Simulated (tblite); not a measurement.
Compound: 2-methyl-1,2,3-triazole, C3H5N3.
Bonds: C1–N2, N2–N3 (aromatic), N3–C4 (aromatic), C4–C5 (aromatic), C5–N6 (aromatic), N2–N6 (aromatic). Hydrogens: H7, H8, H9 on C1; H10 on C4; H11 on C5.

The geometry is computed with GFN2-xTB (gas phase).

**Question.** Give the optimised bond lengths and angles.

**Answer.** 
```tsv
bond	length (pm)	order
C1–N2	143.1	single
N2–N3, N2–N6	131.0	aromatic
N3–C4, C5–N6	132.6	aromatic
C4–C5	139.6	aromatic
C1–H7, C1–H8, C1–H9	109.0	single
C4–H10, C5–H11	107.0	single
```

Bonds in one row agree within 1 pm and their mean is given. Orders are formal, as drawn. A selection of angles:
```tsv
angle	degrees
N2–C1–H7	110.4
N2–C1–H8	108.1
H7–C1–H8	109.6
C1–N2–N3	122.3
C1–N2–N6	122.7
N3–N2–N6	114.9
N2–N3–C4	104.7
N3–C4–C5	107.8
N3–C4–H10	121.8
C5–C4–H10	130.4
```

The C–N distances run from 1.325 Å (C5–N6, aromatic) to 1.431 Å (C1–N2, drawn single), a spread of 0.106 Å. N3 (pyridine-type nitrogen) is bent (angle 104.7°). N2 (pyrrole-type nitrogen) is planar (angles 122.7°, 122.3° and 114.9°, sum 360.0°, 0.00 Å off the plane of its three neighbours). The 6 heavy atoms lie in one plane (0.003 Å rms). The 5-membered ring N2–N3–C4–C5–N6 has internal angles of 104.7° to 114.9°; it is planar, 0.00 Å rms from its mean plane, widest ring torsion 0°.

Point group: near Cs, missed by 0.33 Å at most; the miss may be what the optimiser left on a soft mode. GFN2-xTB frequencies show an imaginary mode (25i cm⁻¹), so the point is no minimum at that level.

Hardware: Arm Neoverse V1, one thread, no GPU, shared host. Cost: under 0.1 s. These figures are those of the optimisation.
